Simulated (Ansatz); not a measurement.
C4H6ClF, SMILES `C[C@@]1(Cl)C[C@H]1F`, relaxed with RKS PBE-D4/def2-SVP in the Gaussian-basis code of Ansatz from a rough embedded geometry. The force threshold is 0.03 eV/Å; the program also tests the step.

Charge 0, multiplicity 1.

Start:

```xyz
12

C    -0.992   -1.013   -0.433
C    -0.274    0.288   -0.321
Cl   -0.948    1.521   -1.352
C     0.250    0.822    0.997
C     1.208    0.364   -0.055
F     1.913   -0.827    0.092
H    -2.005   -0.945   -0.194
H    -0.482   -1.738    0.243
H    -0.844   -1.448   -1.492
H     0.186    1.795    1.248
H     0.169    0.066    1.847
H     1.820    1.115   -0.580
```

```tsv
step	energy (eV)	largest force (eV/Å)	largest move (Å)
1	-19461.8658	5.355	0.000
2	-19462.2298	1.237	0.073
3	-19462.2668	0.153	0.023
4 (rejected)	-19462.2646	0.255	0.039
5	-19462.2702	0.037	0.019
6	-19462.2707	0.023	0.013
```

End:

```xyz
12

C    -0.952   -1.044   -0.443
C    -0.262    0.291   -0.317
Cl   -0.925    1.541   -1.416
C     0.262    0.777    1.024
C     1.220    0.359   -0.060
F     1.898   -0.822    0.090
H    -2.019   -0.964   -0.153
H    -0.458   -1.789    0.210
H    -0.898   -1.410   -1.487
H     0.186    1.848    1.268
H     0.133    0.087    1.873
H     1.814    1.125   -0.588
```

Hardware: 4 threads of an Intel Xeon Platinum 8175M on a shared host. Wall time 17 s, peak host memory 0.18 GiB.
